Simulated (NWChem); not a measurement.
methanol (CH$_{4}$O); SMILES CO

Results from NWChem. Pople sets run with spherical d functions. Each level has its own optimisation. Entropies are gas-phase, rigid-rotor, harmonic values for NWChem's default masses at 298.15 K and 1 bar, so the errors hold that model's part too (torsions, anharmonicity).

Measured entropy at 1 bar: 57.3 cal/(mol K) (CRC Handbook, as tabulated in the package chemicals).

| level | entropy at 1 bar (cal/(mol K)) | computed − measured |
|---|---|---|
| Hartree-Fock/STO-3G | ? | ? |
| Hartree-Fock/3-21G | 56.7 | -0.6 |
| Hartree-Fock/6-31G* | 56.6 | -0.7 |
| B3LYP/6-31G* | 56.7 | -0.6 |
| LDA (Slater exchange, VWN5)/def2-SVP | ? | ? |
| PBE/def2-SVP | 56.8 | -0.5 |
| BLYP/def2-SVP | 56.9 | -0.4 |
| PBE0/def2-SVP | 56.7 | -0.6 |

### Question
Fill in the missing entries.

### Answer

- Hartree-Fock/STO-3G, entropy at 1 bar (cal/(mol K)): 56.4
- Hartree-Fock/STO-3G, computed − measured: -0.9
- LDA (Slater exchange, VWN5)/def2-SVP, entropy at 1 bar (cal/(mol K)): 56.8
- LDA (Slater exchange, VWN5)/def2-SVP, computed − measured: -0.5
